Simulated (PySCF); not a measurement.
Compound: nitrosyl chloride, ClNO.
SMILES: `O=NCl`

Linear response at PBE0/aug-cc-pVTZ (PySCF, frozen core in the response, non-relativistic). Isolated species at its PBE0-D3(BJ)/def2-TZVP geometry, gas phase.

Static isotropic polarisability: 32.79 au (4.86 Å³), principal values 22.2, 24.9, 51.3 au.

**Question.** What is the polarisability at 1064 nm and at the sodium D line?

**Answer.** 33.20 au at 1064 nm (+1.2 %), 34.20 au at 589.3 nm (+4.3 %). The rise at 589.3 nm is 3.45 times that at 1064 nm; a pure ω² law gives 3.26. The lowest singlet lies at 442 nm, shorter than both wavelengths.

**Question.** What is the isotropic C6 coefficient between two such molecules, C6 = (3/π)∫α(iω)² dω?

**Answer.** 405.2 au (Eh·bohr⁶) by a ten-point quadrature over imaginary frequencies, which is 242 eV·Å⁶ or 23.4 J·nm⁶/mol.

**Question.** Which effective excitation energy ω̄ makes London's formula C6 = (3/4)α²ω̄ exact here?

**Answer.** ω̄ = 4·C6/(3α²) = 0.503 Eh = 13.7 eV. A one-pole form α(ω) = α/(1 − ω²/ω̄²) fitted to the 1064 nm value gives 10.5 eV.

**Question.** What n − 1 at the D line would an ideal gas of it have at 273.15 K and 1 atm (2.6868 × 10¹⁹ cm⁻³), by n − 1 = 2π·N·α′?

**Answer.** 8.56 × 10⁻⁴, a formal value whether or not that pressure can be reached.

**Question.** How many electrons N does the Slater–Kirkwood formula C6 = (3/4)·√N·α^(3/2) need to give this C6?

**Answer.** N = (4·C6/3)²/α³ = 8.3; the species has 32 electrons in all.

**Question.** The lowest 10 singlets have (eV, f): 2.81, 0.000; 3.73, 0.000; 4.10, 0.001; 5.14, 0.002; 5.28, 0.000; 6.75, 0.468; 8.34, 0.049; 8.81, 0.083; 8.96, 0.044; 8.97, 0.056. What share of the static polarisability do they carry in the sum over states α = Σ f/ω²?

**Answer.** 9.95 au, 30.4 % of α; the largest term, 7.61 au, is that of the state at 6.75 eV. Their oscillator strengths add up to 0.70. Higher states carry the rest.

**Question.** What molar refraction at the D line follows from R = (4π/3)·N_A·α′, with α′ the polarisability volume?

**Answer.** α′ = 5.07 Å³ gives R = 12.78 cm³/mol, for isolated, non-vibrating species.

**Question.** What does −C6/R⁶ come to at R = 8 Å between centres?

**Answer.** -89 J/mol. This is the leading, orientation-averaged term; C8 and higher terms are left out.
